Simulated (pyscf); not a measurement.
O=CrH(=O)–OH + H₂O → O=Cr(=O)(OH)–OH + H₂ (four-centre exchange; singlet surface; Cr–H, H–O broken, Cr–O, H–H formed). Structures and frequencies: ωB97X-D3(BJ)/def2-SVP in PySCF. Energies in eV from the separated reactants.

```csv
level,barrier,reaction energy
r²SCAN/def2-TZVP,0.96,-0.75
B3LYP-D3(BJ)/def2-TZVP,1.26,-0.54
PBE0-D3(BJ)/def2-TZVP,1.23,-0.46
M06-2X/def2-TZVP,[?],[?]
ωB97M-D3(BJ)/def2-TZVP,1.49,-0.30
HF/def2-TZVP,[?],+0.12
```

Some entries are withheld; supply them.


- M06-2X/def2-TZVP, barrier: 1.56
- M06-2X/def2-TZVP, reaction energy: -0.34
- HF/def2-TZVP, barrier: 2.69

The functionals in the table span 0.60 eV in this barrier, from r²SCAN to M06-2X. At the saddle there is also a short Cr–H contact that neither side keeps. This is the saddle that the search found; another between the same sides may lie lower.
